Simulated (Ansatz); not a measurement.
A made-up structure of Al2H3S, doublet:

| atom | x (Å) | y (Å) | z (Å) |
| --- | --- | --- | --- |
| Al1 | -1.6000 | -0.2787 | -0.2889 |
| Al2 | 0.1479 | 0.4560 | -0.0910 |
| S3 | 0.9709 | -0.9672 | 1.1738 |
| H4 | -1.6938 | -1.1459 | -1.3969 |
| H5 | 0.5273 | 1.9823 | -0.5480 |
| H6 | 1.6476 | -0.0465 | 1.1511 |

It is relaxed with PBE-D4/def2-SVP and then PBE0-D4/def2-TZVP (Ansatz 0.2.0). Atoms count as bonded within 1.22 times the sum of their covalent radii (H–H: 0.88 Å). The end point is not checked to be a true minimum.

Question: Does its bonding change? (A judgement: the text doesn't fix the answer.)

Answer: By the calculation: No: no bond forms or breaks.

Where it ends: The first stage lowers the energy by 4.96 eV in 13 steps. It ends as Al₂H₃S ([AlH][AlH][SH]):
Al1  (-2.112, -0.472, -0.629)
Al2  (0.205, 0.446, -0.040)
S3  (1.413, -0.737, 1.365)
H4  (-2.558, -1.380, -1.872)
H5  (0.710, 1.921, -0.354)
H6  (2.341, 0.222, 1.529)
(Å)

Labels in which every atom is bracketed show which atoms are joined, not bond orders.

For scale, one of the runs: PBE0-D4/def2-TZVP relaxation, 129 basis functions, launched by `ansatz run in.yaml --threads 2 --pin off --events-out ev --progress --plain --max-ram 4352MiB`. The run took about 55 s on 2 CPU threads of an Intel Xeon Platinum 8259CL (shared host).
